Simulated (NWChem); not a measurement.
System: fluorine (F2); SMILES FF

NWChem input:

```
start job
memory heap 200 mb stack 900 mb global 1100 mb
geometry units angstroms noautoz
  F      0.000000     0.000000     0.688226
  F      0.000000     0.000000    -0.688226
end
basis spherical
  * library def2-svpd
end
dft
  xc b3lyp
  iterations 150
  mulliken
end
task dft energy
```

All runs use the structure optimised with PBE0/def2-SVP.

Task: Predict the main results of this run. (B3LYP/def2-SVPD.) Quantities: basis functions; energy (Ha); highest occupied level (eV); orbital gap (eV).

Result: 
* **number of basis functions**: 46
* **energy (Ha)**: -199.36
* **highest occupied level (eV)**: -11.54
* **orbital gap (eV)**: 7.46
